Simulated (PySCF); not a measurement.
Compound: ClH3Si.
Z-matrix (Å and degrees, PBE0-D3(BJ)/def2-TZVP geometry), rows numbered from 1:
```
Si
Cl  1  2.0535
H   1  1.4807  2  108.51
H   1  1.4807  2  108.47  3  -119.99
H   1  1.4806  2  108.49  3   120.01
```

Computed, not measured: PySCF 2.14.0, PBE0-D3(BJ)/def2-TZVP geometry optimisation, gas phase.

Take the most abundant isotopes and a rigid rotor. 

**Question.** What are A, B and C (GHz)?

**Answer.** Ia = 5.96, Ib = 76.00, Ic = 76.00 u·Å²; 505379 MHz·u·Å²/I gives 84768, 6649 and 6649 MHz, that is A = 84.768, B = 6.6495, C = 6.6494 GHz.

**Question.** Classify the top.

**Answer.** A prolate symmetric top, as the point group C3v requires two equal moments. Ray's parameter κ = (2B − A − C)/(A − C) = -1.000; −1 is the prolate and +1 the oblate limit.

**Question.** Where do the R-branch lines fall?

**Answer.** The dipole of 1.26 D lies along the symmetry axis, so ΔK = 0 and J+1 ← J falls at 2B(J+1) for every K: 13.30 GHz, 26.60 GHz, 39.90 GHz, 53.20 GHz, 66.49 GHz for J = 0 to 4.

**Question.** Estimate the classical rotational partition function at 25 K and 50 K.

**Answer.** Point group C3v, symmetry number σ = 3; q = (√π/σ)·√((kT/h)³/(ABC)), k/h = 20836.6 MHz/K: 115 at 25 K, 325 at 50 K.

No frequency check. Constants of a rigid frame at the computed geometry: no zero-point averaging, no centrifugal distortion.
